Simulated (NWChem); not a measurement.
System: fluorine (F₂); SMILES FF

Input file for NWChem:

```
start job
memory heap 200 mb stack 900 mb global 1100 mb
geometry units angstroms noautosym nocenter noautoz
  F      0.000000     0.000000     0.688226
  F      0.000000     0.000000    -0.688226
end
basis spherical
  * library def2-svp
end
dft
  xc b3lyp
  iterations 150
end
property
  response 1 0.0
end
task dft property
```

Geometry: optimised at PBE0/def2-SVP.

Static field.

**Question.** Give the results of this calculation. (B3LYP/def2-SVP.) Quantities: basis functions; isotropic polarisability (bohr³); anisotropy (bohr³).

**Answer.** The number of basis functions is 28 and the isotropic polarisability (bohr³) is 4.3. The anisotropy (bohr³) comes out as 7.1.
